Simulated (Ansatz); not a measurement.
Program: Ansatz 0.2.0.

A structure relaxed at PBE0-D4/def2-TZVP, charge 0, multiplicity 1:

```
atom   x (Å)   y (Å)   z (Å)
  O1   0.453   0.072   1.062
  C2   0.000   0.000   0.000
  O3  -0.453  -0.072  -1.062
```

Give its formula and SMILES.

CO2, `O=C=O` (carbon dioxide).

Point group (tolerance 0.08 Å, 0.16 Å for H)?

D∞h.

Summarise the bond lengths by kind.

2 × C–O 1.157 Å.
